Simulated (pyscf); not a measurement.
PySCF, gas phase, ωB97X-D3(BJ)/def2-SVP geometries. Correlated levels are frozen-core, on RHF or UHF. ΔMP2 is the change of the MP2 total energy from the triple- to the quadruple-zeta basis.

SMILES: I
```xyz
2

I      0.2581    -0.2384     0.6578
H     -0.7484     0.5129     1.6676
```

How much does it cost (ΔH, 298 K, CCSD(T)/def2-TZVPP + ΔMP2(QZVPP)) to split HI at its H–I bond into I• + H•?

H–I to I• + H•: 78.1 kcal/mol. The CCSD(T) − MP2 part came from Ansatz, without density fitting, on the same reference. The frozen core leaves the outer d or s,p core shells of the metals and heavy elements correlated in the MP2 and CC values, and def2-TZVPP describes them poorly, which can shift differences by a few kcal/mol. Left out: the spin-orbit lowering of I, which is large for Br, Se, Te and I. Elements past Kr carry the def2 core potentials, without spin-orbit coupling.
